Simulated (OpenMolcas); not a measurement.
# NLi⁻ in OpenMolcas, from active space to Ω levels

Which states of NLi⁻ lie lowest, and how does spin–orbit coupling split them?

The runs use OpenMolcas 26.06; SA-CASSCF(7,8), XMS-CASPT2, RASSI; ANO-RCC-VTZP.

All values are calculated.

## Step 1: Input

C2 symmetry about the axis (a holds Σ, Δ, Γ; b holds Π, Φ, H; Σ⁺ and Σ⁻ are not told apart); roots by multiplicity and irrep: 4b 8, 6b 4, 6a 2.

Active shells: N 2s 2p, Li 2s 2p.

m.inp reads:

```
&GATEWAY
Coord
2
angstrom
N 0.0 0.0 0.0
Li 0.0 0.0 1.9340
Basis=ANO-RCC-VTZP
Group=XY
RX2C
AMFI
ANGMom
0.0 0.0 0.0
RICD
&SEWARD
&GUESSORB
&RASSCF
FileOrb=$CurrDir/o42.orb
Symmetry=2
Spin=4
nActEl=7 0 0
Inactive=2 0
RAS2=4 4
CIRoot=8 8 1
Linear
Iterations=120 100
OrbListing=Nothing
PRWF=0.15
>>COPY $Project.RasOrb $CurrDir/o42.orb
>>COPY $Project.rasscf.h5 $CurrDir/r42.h5
&CASPT2
XMultistate=all
Imaginary=0.2
IPEA=0.25
MaxIter=40
>>COPY $Project.JobMix JOB001
&RASSCF
FileOrb=$CurrDir/o62.orb
Symmetry=2
Spin=6
nActEl=7 0 0
Inactive=2 0
RAS2=4 4
CIRoot=4 4 1
Linear
Iterations=120 100
OrbListing=Nothing
PRWF=0.15
>>COPY $Project.RasOrb $CurrDir/o62.orb
>>COPY $Project.rasscf.h5 $CurrDir/r62.h5
&CASPT2
XMultistate=all
Imaginary=0.2
IPEA=0.25
MaxIter=40
>>COPY $Project.JobMix JOB002
&RASSCF
FileOrb=$CurrDir/o61.orb
Symmetry=1
Spin=6
nActEl=7 0 0
Inactive=2 0
RAS2=4 4
CIRoot=2 2 1
Linear
Iterations=120 100
OrbListing=Nothing
PRWF=0.15
>>COPY $Project.RasOrb $CurrDir/o61.orb
>>COPY $Project.rasscf.h5 $CurrDir/r61.h5
&CASPT2
XMultistate=all
Imaginary=0.2
IPEA=0.25
MaxIter=40
>>COPY $Project.JobMix JOB003
&RASSI
Nr of JobIphs=3 8 4 2
1 2 3 4 5 6 7 8
1 2 3 4
1 2
SpinOrbit
EJob
Omega
MEES
MESO
Properties=4
'AngMom' 3 'Mltpl  1' 1 'Mltpl  1' 2 'Mltpl  1' 3
Thrs=1.0d-4
>>COPY $Project.rassi.h5 $CurrDir/so.h5
```

Each module block was a call of its own in one work directory; start orbitals came from a preliminary run.

The run is started by

```
> pymolcas m.inp
```

## Step 2: CASSCF and CASPT2, block by block

Further steps of the session: From Λ–S states to Ω levels.

What does the calculation give? Wanted: lowest spin-free state; next spin-free state; lowest level; next level; lowering by spin–orbit coupling.

The runs gave:

```
                       quantity                 value
         lowest spin-free state                 (1)4Π
           next spin-free state       (2)4Π, 1.286 eV
                   lowest level  Ω = 5/2, 100 % (1)4Π
                     next level      Ω = 3/2, 17 cm⁻¹
lowering by spin–orbit coupling               26 cm⁻¹
```

What this shows: At 1.934 Å the lowest computed level has Ω = 5/2 and is 100 % (1)4Π. The levels that stem mainly from (1)4Π spread over 52 cm⁻¹. For an anion a finite basis holds the extra electron even where it would leave, so these states may be resonances, unbound against the neutral molecule. Only the spin multiplicities and numbers of roots in the input were computed, so the list of states is not complete and the lowest one found need not be the ground state; labels number the states computed. The CASPT2 reference weights are uneven at 1.760, 1.663 Å, so some states there carry less reliable energies.
